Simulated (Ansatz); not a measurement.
Consider the substitution at a C–O bond: `COCOC` + H₂S → `COCS` + CH₃OH.

Calculated with Ansatz (gas phase, PBE0-D4/def2-TZVP geometries, no zero-point term in ΔE). CCSD(T)/CBS is the MP2 limit (def2-TZVPP, def2-QZVPP) plus CCSD(T) − MP2 in def2-TZVPP, frozen cores. This one scheme is used for every species. DFT in def2-TZVPP. B3LYP here is the variant with VWN-RPA as its local correlation; programs differ in this. Each species was taken in one conformer, which may not be the lowest.

`COCOC`:

```xyz
13

C     1.737    0.364    0.583
O     0.864   -0.725    0.394
C    -0.441   -0.458    0.796
O    -1.089    0.492    0.012
C    -1.339    0.049   -1.302
H     2.731    0.036    0.279
H     1.767    0.666    1.638
H     1.442    1.229   -0.019
H    -0.461   -0.056    1.818
H    -0.963   -1.422    0.754
H    -1.883    0.844   -1.811
H    -1.954   -0.861   -1.299
H    -0.411   -0.158   -1.843
```

H₂S:

Cartesian coordinates in Å:
```
S 0.275 0.343 -0.436
H -0.943 0.356 0.126
H 0.668 -0.699 0.311
```

`COCS`:

Z-matrix (Å, degrees):
```
C
O 1 1.407
H 1 1.098 2 111.0
H 1 1.095 2 111.3 3 -121.4
H 1 1.089 2 107.1 3 119.0
C 2 1.386 1 114.0 3 59.7
S 6 1.823 2 115.7 1 69.3
H 6 1.089 2 107.0 1 -169.1
H 6 1.098 2 111.8 1 -49.7
H 7 1.342 6 96.0 2 68.6
```

CH₃OH:

Cartesian coordinates in Å:
```
C 0.225 -0.249 0.119
O -1.021 0.361 -0.128
H 0.024 -1.187 0.637
H 0.871 0.363 0.761
H 0.769 -0.480 -0.806
H -0.868 1.192 -0.583
```

```tsv
level	ΔE (kJ/mol)	difference from CCSD(T)/CBS
r2SCAN-D4	5.7	1.6
PBE0-D4	2.4	-1.7
ωB97X-V	9.8	5.7
ωB97M-V	7.7	3.6
B2PLYP	6.2	2.1
r2SCAN	5.2	1.1
B3LYP	5.5	1.4
HF/def2-TZVPP	16.2	12.1
MP2/def2-TZVPP	4.5	0.4
SCS-MP2/def2-TZVPP	7.3	3.2
CCSD/def2-TZVPP	11.3	7.2
CCSD(T)/def2-TZVPP	10.0	5.9
MP2/def2-QZVPP	0.9	-3.2
SCS-MP2/def2-QZVPP	3.7	-0.4
MP2/CBS(def2)	-1.4	-5.5
CCSD/CBS(def2)	5.4	1.3
CCSD(T)/CBS	4.1	0
```

Largest T1 diagnostic among the species: 0.011.

In def2-TZVPP, CCSD(T) changes the Hartree–Fock value by −6.2 kJ/mol (the triples alone add −1.3 kJ/mol) and MP2 by −11.7 kJ/mol.

CCSD(T)/CBS has its own doubt, a few kJ/mol and more with outer-core shells, so smaller differences from it don't rank the levels.
